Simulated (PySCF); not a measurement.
## Electric properties by functional and basis

Species: pyrimidine, C₄H₄N₂.
SMILES: `c1cncnc1`

PySCF, dipoles from the SCF density, polarisabilities from static response with core orbitals frozen. Isolated species at its PBE0-D3(BJ)/def2-SVP geometry, gas phase.

**Question.** How do dipole and polarisability depend on functional and basis here?

**Answer.** 

```json
{"level": "LDA/def2-SVPD", "μ (D)": "2.380", "α (Å³)": "8.55", "anisotropy (Å³)": "4.86"}
{"level": "PBE/def2-SVPD", "μ (D)": "2.294", "α (Å³)": "8.49", "anisotropy (Å³)": "4.89"}
{"level": "B3LYP/def2-SVPD", "μ (D)": "2.357", "α (Å³)": "8.37", "anisotropy (Å³)": "4.76"}
{"level": "PBE0/def2-SVPD", "μ (D)": "2.344", "α (Å³)": "8.29", "anisotropy (Å³)": "4.67"}
{"level": "BHandHLYP/def2-SVPD", "μ (D)": "2.394", "α (Å³)": "8.18", "anisotropy (Å³)": "4.57"}
{"level": "CAM-B3LYP/def2-SVPD", "μ (D)": "2.401", "α (Å³)": "8.29", "anisotropy (Å³)": "4.66"}
{"level": "wB97X-D/def2-SVPD", "μ (D)": "2.388", "α (Å³)": "8.32", "anisotropy (Å³)": "4.58"}
{"level": "LC-wPBE/def2-SVPD", "μ (D)": "2.402", "α (Å³)": "8.13", "anisotropy (Å³)": "4.51"}
{"level": "HF/def2-SVPD", "μ (D)": "2.393", "α (Å³)": "8.04", "anisotropy (Å³)": "4.32"}
{"level": "PBE0/6-31G*", "μ (D)": "2.290", "α (Å³)": "6.81", "anisotropy (Å³)": "5.72"}
{"level": "PBE0/def2-SVP", "μ (D)": "2.276", "α (Å³)": "7.08", "anisotropy (Å³)": "5.14"}
{"level": "PBE0/def2-TZVP", "μ (D)": "2.306", "α (Å³)": "8.07", "anisotropy (Å³)": "4.88"}
```

The anisotropy is √(½[(α1 − α2)² + (α2 − α3)² + (α3 − α1)²]). The dipole runs from 2.28 D (PBE0/def2-SVP) to 2.40 D (LC-wPBE/def2-SVPD). No reference polarisability is at hand; against PBE0 in the largest diffuse basis at hand (def2-SVPD) the other PBE0 rows deviate by 6-31G* -18%, def2-SVP -15%, def2-TZVP -3%. In one basis (def2-SVPD) the functionals order the polarisability from HF (lowest) to LDA (highest), a spread of 6%. With PBE0 the polarisability is 7.32 Å³ without diffuse functions (mean of 6-31G*, def2-SVP and def2-TZVP) and 8.29 Å³ with them (def2-SVPD).
